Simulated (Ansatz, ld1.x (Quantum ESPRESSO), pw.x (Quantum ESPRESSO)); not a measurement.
**Which Mo potential is closest to all-electron in the bcc crystal?**

All use LDA (PW92), scalar-relativistic, no spin, cutoffs from each file’s atomic test, pw.x 7.5; 15³ k-points, Fermi–Dirac smearing 0.01 Ry. Δ is the rms difference from all-electron LAPW of the E(V) curves that follow from fits to the pressures, over ±6 % in volume. Mesh and smearing are coarse and serve the comparison alone. The files are a selection: those with a ghost or negative overlap were mostly not run, and those with noisy or unconverged pressures or nearly equal Δ are left out.

All-electron: a0 = 3.113 Å (V0 = 15.08 Å³/atom), B0 = 291.6 GPa.

Task: Rank them by Δ, smallest first.
A. PAW, ld1.x (Quantum ESPRESSO) 7.5, LDA (PW92); core [Ar] 3d10, reference 4s2 4p6 4d5 5s1 5p0; waves: 4s (bound): rcut 1.70, rcutus 2.05 bohr; 5s (bound): rcut 1.70, rcutus 2.05 bohr; 4p (bound): rcut 1.85, rcutus 2.50 bohr; 5p (bound, empty): rcut 1.85, rcutus 2.50 bohr; 4d (bound): rcut 2.45, rcutus 2.65 bohr; 4d channel at 0.2 Ry: rcut 2.45, rcutus 2.65 bohr; local part: all-electron potential smoothed inside 2.15 bohr (lloc = -2); core correction: Bessel-smoothed model core inside 1.60 bohr; augmentation: BESSEL, radius 1.70 bohr.
B. norm-conserving Troullier–Martins (Kleinman–Bylander form), ld1.x (Quantum ESPRESSO) 7.5, LDA (PW92); core [Kr], reference 4d5 5s1 5p0; waves: 5p (bound, empty): rc 3.35 bohr; 4d (bound): rc 2.15 bohr; 5s (bound): rc 3.05 bohr; local part: the s channel; core correction: none.
C. norm-conserving Troullier–Martins (Kleinman–Bylander form), ld1.x (Quantum ESPRESSO) 7.5, LDA (PW92); core [Kr], reference 4d5 5s1 5p0; waves: 5s (bound): rc 3.00 bohr; 5p (bound, empty): rc 4.05 bohr; 4d (bound): rc 2.35 bohr; local part: all-electron potential smoothed inside 2.00 bohr (lloc = -2); core correction: a·sin(br)/r model core, default radius (core density twice the valence density).

Result: A (4.0 meV/atom), B (17.9 meV/atom), C (24.7 meV/atom).
